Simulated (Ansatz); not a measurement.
Cartesian coordinates in Å:
```
O 0.277 0.359 -0.266
F -0.717 -0.623 -0.420
H 0.440 0.264 0.685
```

The species carries charge 0 and has multiplicity 1.

Q: List the PBE/def2-TZVPP orbital energies in eV (Ansatz). (Estimate.)

A: The calculation gave: Occupied: -661.17, -512.99, -31.59, -24.18, -14.38, -12.23, -11.21, -8.86, -7.04. Lowest empty: -2.65, 0.03, 8.79, 9.44, 10.07, 10.40, 13.17, 14.14.
